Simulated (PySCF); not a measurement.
**First-order multiplets**

Bonds (- single, = double, # triple, : aromatic): O1-C2 1.402 Å, C2-C3 1.544 Å, C3-C4 1.536 Å, C4-C5 1.536 Å, C5-C2 1.536 Å. O1 carries H6; C2 carries H7; C3 carries H8, H9; C4 carries H10, H11; C5 carries H12, H13. H8, H10, H13 are cis to O1 on the ring; H9, H11, H12 are trans to O1 on the ring.

PySCF calculation with spin–spin couplings from B3LYP/pcJ-1 (without the spin–dipole term), structure optimised with GFN2-xTB and shielding tensors at PBE0/pcSseg-1 (GIAO); in vacuum, a single conformation, non-relativistic, one averaged value for each set of equivalent atoms.

Referencing at the same level of theory: ¹H, ¹³C vs TMS.

Spectrometer: 800 MHz for ¹H. First-order analysis; couplings under 1 Hz (under 4 Hz in carbon signals) are ignored, and nearly equal couplings are merged; the smaller ones broaden or split the lines further.

(1) What pattern does H11 show (¹H)?

(2) What pattern does H7 show (¹H)?

(3) What pattern does H10 show (¹H)?

(4) What pattern does C4 show in the proton-coupled ¹³C spectrum?

Answers

(1) A doublet of quintets at δ 1.63: 12.2 Hz to H10 (1 × ¹H, 2 bonds away), 10.4 Hz to H9/H12 and H8/H13 (4 × ¹H, 3 bonds away). Lines in Hz from the centre (relative intensity): +26.9 (1), +16.5 (4), +14.7 (1), +6.1 (6), +4.3 (4), -4.3 (4), -6.1 (6), -14.7 (1), -16.5 (4), -26.9 (1). The outer lines are 53.8 Hz apart, the sum of the couplings kept, or 0.067 ppm at this field.

(2) A triplet of triplets of doublets at δ 4.54: 8.2 Hz to H9/H12 (2 × ¹H, 3 bonds away), 6.7 Hz to H8/H13 (2 × ¹H, 3 bonds away), 1.3 Hz to H10 (1 × ¹H, 4 bonds away). Lines in Hz from the centre (relative intensity): +15.6 (1), +14.2 (1), +8.8 (2), +7.5 (2), +7.3 (2), +6.0 (2), +2.1 (1), +0.8 (1), +0.7 (4), -0.7 (4), -0.8 (1), -2.1 (1), -6.0 (2), -7.3 (2), -7.5 (2), -8.8 (2), -14.2 (1), -15.6 (1). The outer lines are 31.1 Hz apart, the sum of the couplings kept, or 0.039 ppm at this field.

(3) A quartet of triplets of doublets at δ 1.81: 12.3 Hz to H8/H13 and H11 (3 × ¹H, 2 or 3 bonds away), 3.4 Hz to H9/H12 (2 × ¹H, 3 bonds away), 1.3 Hz to H7 (1 × ¹H, 4 bonds away). Lines in Hz from the centre (relative intensity): +22.5 (1), +21.2 (1), +19.1 (2), +17.8 (2), +15.7 (1), +14.4 (1), +10.2 (3), +8.9 (3), +6.8 (6), +5.5 (6), +3.4 (3), +2.1 (3), -2.1 (3), -3.4 (3), -5.5 (6), -6.8 (6), -8.9 (3), -10.2 (3), -14.4 (1), -15.7 (1), -17.8 (2), -19.1 (2), -21.2 (1), -22.5 (1). The outer lines are 45.0 Hz apart, the sum of the couplings kept, or 0.056 ppm at this field.

(4) A doublet of doublets of triplets at δ 12.0: 143.5 Hz to H10 (1 × ¹H, 1 bond away), 138.8 Hz to H11 (1 × ¹H, 1 bond away), 4.6 Hz to H8/H13 (2 × ¹H, 2 bonds away). Lines in Hz from the centre (relative intensity): +145.8 (1), +141.2 (2), +136.6 (1), +7.0 (1), +2.4 (2), +2.2 (1), -2.2 (1), -2.4 (2), -7.0 (1), -136.6 (1), -141.2 (2), -145.8 (1). The outer lines are 291.5 Hz apart, the sum of the couplings kept, or 1.449 ppm at this field.

Exchangeable OH/NH protons stand at their gas-phase positions; hydrogen bonding in a real sample shifts them, mostly to higher δ. Unscaled 3J(H,H) at this level run about 10 % above measured values. Vicinal couplings across rotatable single bonds and in flexible rings belong to the one computed conformer; a conformer average would change them.
